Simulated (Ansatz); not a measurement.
# CH9NSi: the cost of one run

Program: Ansatz 0.2.0. Level of theory: RKS B3LYP-D4/6-31G*. These are calculated values, not measurements.

## (1) The starting structure

Bond lengths: Si1–H3 1.460 Å, Si1–H4 1.459 Å, Si1–H5 1.459 Å, Si1–N6 2.120 Å, N6–H7 1.060 Å, N6–C8 1.470 Å, C8–H9 1.110 Å, C8–H10 1.110 Å, C8–H11 1.110 Å. Angles (14 of 15 angles, heavy atoms first): Si1–N6–C8 120.0°, H3–Si1–N6 178.9°, H4–Si1–N6 70.0°, H5–Si1–N6 70.0°, Si1–N6–H7 120.0°, H7–N6–C8 120.0°, N6–C8–H9 109.5°, N6–C8–H10 109.5°, N6–C8–H11 109.5°, H3–Si1–H4 109.5°, H3–Si1–H5 109.5°, H4–Si1–H5 109.5°, H9–C8–H10 109.4°, H9–C8–H11 109.4°.

Coordinates:

```xyz
12

Si    0.0000    0.0000    0.0000
H     0.0000    0.0000    1.8100
H     1.3768    0.0000   -0.4862
H    -0.6877    1.1914   -0.4862
H    -0.6877   -1.1914   -0.4862
N    -2.0118    0.0000    0.6685
H    -2.7319   -0.6071    0.1822
C    -2.4083    0.8420    1.8064
H    -2.9160    0.2171    2.5705
H    -1.5064    1.3108    2.2524
H    -3.1022    1.6347    1.4568
H    -0.9927    0.0000    1.7642
```

## (2) Pulling towards end A

Springs on the bonds that form and break draw the guess towards this end; the thresholds are loose.

Contents of input.yaml:

```yaml
crystal:
  periodic: [false, false, false]
  atoms:
    - { symbol: Si, position_ang: [0.0, 0.0, 0.0] }
    - { symbol: H, position_ang: [0.0, 0.0, 1.81] }
    - { symbol: H, position_ang: [1.3768, 0.0, -0.4862] }
    - { symbol: H, position_ang: [-0.6877, 1.1914, -0.4862] }
    - { symbol: H, position_ang: [-0.6877, -1.1914, -0.4862] }
    - { symbol: "N", position_ang: [-2.0118, 0.0, 0.6685] }
    - { symbol: H, position_ang: [-2.7319, -0.6071, 0.1822] }
    - { symbol: C, position_ang: [-2.4083, 0.842, 1.8064] }
    - { symbol: H, position_ang: [-2.916, 0.2171, 2.5705] }
    - { symbol: H, position_ang: [-1.5064, 1.3108, 2.2524] }
    - { symbol: H, position_ang: [-3.1022, 1.6347, 1.4568] }
    - { symbol: H, position_ang: [-0.9927, 0.0, 1.7642] }
basis:
  gaussian: { orbitals: "6-31G*" }
hamiltonian:
  xc: b3lyp
  dispersion: d4
relax:
  f_tol: 0.15
  max_steps: 25
  restrain:
    - { distance: [0, 5], at: 3.02, k: 30.0 }
    - { distance: [11, 1], at: 1.86, k: 30.0 }
    - { distance: [0, 1], at: 1.46, k: 30.0 }
    - { distance: [11, 5], at: 1.06, k: 30.0 }
output:
  orbitals: {}
```

Command:

```
$ ansatz run input.yaml --threads 1 --pin off --max-ram 2048MiB --backend cpu --events-out ev --progress --plain --runs-dir out
```

Q: Estimate wall time and peak memory on 1 thread of Intel Xeon Platinum 8375C at 2.90GHz (Ice Lake), shared host.

About 29 s, with a peak of 0.16 GiB.
